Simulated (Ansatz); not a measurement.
**C2H3ClOS: how energies converge with the basis set**

Aim: see how fast density functionals converge with the basis set for C2H3ClOS.

Program: Ansatz 0.2.0, Gaussian basis. Level of theory: one geometry, several basis sets. These are calculated values, not measurements.

Plan: PBE0-D4/def2-SVP; ωB97M-V/def2-SVP; PBE0-D4/def2-QZVPP; ωB97M-V/def2-QZVPP; the functionals' def2-TZVPP values are taken from earlier runs.

## Step 1: The geometry

An earlier PBE0-D4 in a triple-zeta def2 set relaxation fixed the geometry.

8 atoms, charge 0, spin multiplicity 1.

Atoms are counted from 1 here; the program's logs count them from 0.

Bond lengths: O1–C2 1.333 Å, O1–H6 0.969 Å, C2–C3 1.337 Å, C2–H7 1.083 Å, C3–S4 1.736 Å, C3–Cl5 1.745 Å, S4–H8 1.348 Å. Angles: C2–O1–H6 108.3°, O1–C2–C3 126.0°, O1–C2–H7 113.7°, C3–C2–H7 120.3°, C2–C3–S4 122.4°, C2–C3–Cl5 117.6°, S4–C3–Cl5 119.7°, C3–S4–H8 98.1°.

## Step 2: PBE0-D4 in def2-SVP

File in.yaml:

```yaml
crystal:
  periodic: [false, false, false]
  atoms:
    - {symbol: O, position_ang: [-0.416423, 0.802517, 1.703728]}
    - {symbol: C, position_ang: [0.262345, 0.049079, 0.838741]}
    - {symbol: C, position_ang: [0.081836, 0.015339, -0.486073]}
    - {symbol: S, position_ang: [1.128579, -0.876453, -1.545507]}
    - {symbol: Cl, position_ang: [-1.170950, 1.027614, -1.158011]}
    - {symbol: H, position_ang: [-1.067262, 1.323131, 1.208953]}
    - {symbol: H, position_ang: [1.021622, -0.568426, 1.301994]}
    - {symbol: H, position_ang: [0.252354, -1.829901, -1.919726]}
basis:
  gaussian: {orbitals: def2-SVP}
hamiltonian: {xc: pbe0, dispersion: d4}
output: {orbitals: {seedname: orbitals}}
```

Command:

```sh
ansatz run in.yaml --threads 2 --pin off --events-out ev --progress --plain --max-ram 4352MiB
```

After this run come: ωB97M-V in def2-SVP; PBE0-D4 in def2-QZVPP; ωB97M-V in def2-QZVPP.

**Question.** What will the summary of the whole plan be? Wanted: PBE0-D4: double and triple zeta above quadruple; ωB97M-V: double and triple zeta above quadruple.

As calculated:

```
                                       quantity           value
PBE0-D4: double and triple zeta above quadruple  13.90, 0.93 eV
ωB97M-V: double and triple zeta above quadruple  13.92, 0.89 eV
```

What this shows: PBE0-D4 gains 12.97 eV from double to triple zeta, then 0.93 eV more. Total energies overstate the basis error of differences, where much of it tends to cancel. The LUMO of ωB97M-V is positive and keeps falling with the basis (2.22 to 1.56 eV): an unbound level that the basis holds in place.
